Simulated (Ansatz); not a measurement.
System: Cu₂CdSnS₄ (I-42m, No. 121; cell taken from a computed entry). Method: r²SCAN+SOC (Ansatz, a first-principles code, PAW).

Input:

Ansatz 0.2 input:
```yaml
crystal:
  lattice:
    - [-2.7643333899, 2.7643333899, 5.4158890029]
    - [2.7643333899, -2.7643333899, 5.4158890029]
    - [2.7643333899, 2.7643333899, -5.4158890029]
  atoms:
    - { symbol: Cd, position: [0.0, 0.0, 0.0] }
    - { symbol: Cu, position: [0.75, 0.25, 0.5] }
    - { symbol: Cu, position: [0.25, 0.75, 0.5] }
    - { symbol: Sn, position: [0.5, 0.5, 0.0] }
    - { symbol: S, position: [0.3977638831, 0.8853277314, 0.0] }
    - { symbol: S, position: [0.1146722686, 0.1146722686, 0.5124361517] }
    - { symbol: S, position: [0.8853277314, 0.3977638831, 0.0] }
    - { symbol: S, position: [0.6022361169, 0.6022361169, 0.4875638483] }
basis:
  ecutwfc: 560
  ecutrho_ratio: 4
  xc_grid: 3
kpoints:
  mp_grid: { grid: [14, 14, 14] }
hamiltonian:
  xc: r2scan
  dispersion: none
  pseudopotentials: { kind: paw }
scf:
  occupations: { method: fermi_dirac, width: 0.05 }
  convergence: { dr2_threshold: 0.0000000008 }
output:
  forces: true
  stress: true
  eigenvalues: true
magnetization:
  noncollinear: true
  spin_orbit: true
```

**Question.** How many irreducible k-points, plane waves at Γ does the program set up, and what pressure does the run end with?

**Answer.** 244 irreducible k-points, 4965 plane waves at Γ; P = 1.60 GPa, so the cell is compressed on average and its volume would grow at this level.

From the output:

```
Crystal: 8 atoms, lattice volume = 165.543 Å³
Basis set: ecut = 560 eV, 4965 PW (Γ), exchange–correlation on 162×162×162 points (27 copies of the dense FFT grid, shifted against one another)
Bands: 116, of which v1, the nominal top of the filled ones, is band 96 counted from 1 (95 counted from 0)
Symmetry: 8 space group operations + 8 with time reversal
k-points: 244 of 2744 (time reversal used)
Initial density: superposition of atomic densities (chi_scale 0.1, normalization cell, long waves kept (reshape's long-wave potential 0.03 eV rms))
Functional: x = r2scan, c = r2scan; τ floored in thin density (d = 2e-4 eV/Å³)
spin=Noncollinear: Resta preconditioning applied to the charge; magnetization (m_x, m_y, m_z) channels mix plain (no charge-response kernel on spin).
SCF 1 converged in 12 iterations: F = -31173.906033 eV  dr2 = 3.15e-10
SCF converged after 12 iterations
Free energy (F): -31173.906033 eV
Internal energy: -31173.905896 eV  (E = F + TS)
E sigma→0 (E₀):  -31173.905964 eV
Fermi energy:    8.887574 eV
--- Forces (eV/Å), atoms counted from 1 ---
  atom   1  Cd    -0.00000000     0.00000000     0.00000000
  atom   2  Cu    -0.00000000    -0.00000000     0.00000000
  atom   3  Cu    -0.00000000     0.00000000     0.00000000
  atom   4  Sn    -0.00000000     0.00000000    -0.00000000
  atom   5  S     -0.11518148     0.11518148    -0.19827089
  atom   6  S      0.11518148     0.11518148     0.19827089
  atom   7  S      0.11518148    -0.11518148    -0.19827089
  atom   8  S     -0.11518148    -0.11518148     0.19827089
--- Stress (GPa, compression-positive) ---
        1.720150       0.000000       0.000000
        0.000000       1.720150      -0.000000
        0.000000      -0.000000       1.360354
  P = ⅓ Tr σ = 1.6002 GPa (16.002 kbar)
```

The PAW data were made under PBE.

Note: cell and atoms aren't relaxed at this level (largest force component 0.20 eV/Å, pressure 1.6 GPa).
